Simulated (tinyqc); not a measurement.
Inside a calculation. Method: CIS on RHF in the sto-3g basis, frozen core, for HF, spin multiplicity 1. One step of it, computed by the program tinyqc.

Question. CIS matrix, singlets. A(ia,jb) = (e_a - e_i) d_ij d_ab + 2 (ia|jb) - (ij|ab).

orbital energies (hartree): MO1 -25.915076, MO2 -1.432487, MO3 -0.533536, MO4 -0.462008, MO5 -0.462008, MO6 0.473727

Two-electron integrals over orbitals (pq|rs), unique and non-zero (hartree); the lowest 1 orbital is frozen and left out:
```
(22|22) 0.862656    (32|22) -0.037506   (32|32) 0.148070    (33|22) 0.724704
(33|32) -0.029031   (33|33) 0.717590    (42|42) 0.185620    (43|42) -0.035473
(43|43) 0.040884    (44|22) 0.887054    (44|32) -0.074140   (44|33) 0.715176
(44|44) 0.997514    (52|52) 0.185620    (53|52) -0.035473   (53|53) 0.040884
(54|54) 0.053770    (55|22) 0.887054    (55|32) -0.074140   (55|33) 0.715176
(55|44) 0.889973    (55|55) 0.997514    (62|22) -0.107866   (62|32) -0.063032
(62|33) -0.027762   (62|44) -0.105829   (62|55) -0.105829   (62|62) 0.093207
(63|22) -0.203097   (63|32) 0.090558    (63|33) -0.107606   (63|44) -0.222218
(63|55) -0.222218   (63|62) 0.047299    (63|63) 0.205467    (64|42) -0.035446
(64|43) -0.019001   (64|64) 0.030245    (65|52) -0.035446   (65|53) -0.019001
(65|65) 0.030245    (66|22) 0.660062    (66|32) 0.058204    (66|33) 0.662407
(66|44) 0.638708    (66|55) 0.638708    (66|62) -0.061003   (66|63) -0.020341
(66|66) 0.696811
```

Give: CIS matrix A, singlet.

Answer.

CIS matrix A, singlet (hartree), lower triangle:
```
        2>6     3>6     4>6     5>6
2>6  1.4326
3>6  0.0364  0.7558
4>6  0.0000  0.0000  0.3575
5>6  0.0000  0.0000  0.0000  0.3575
```
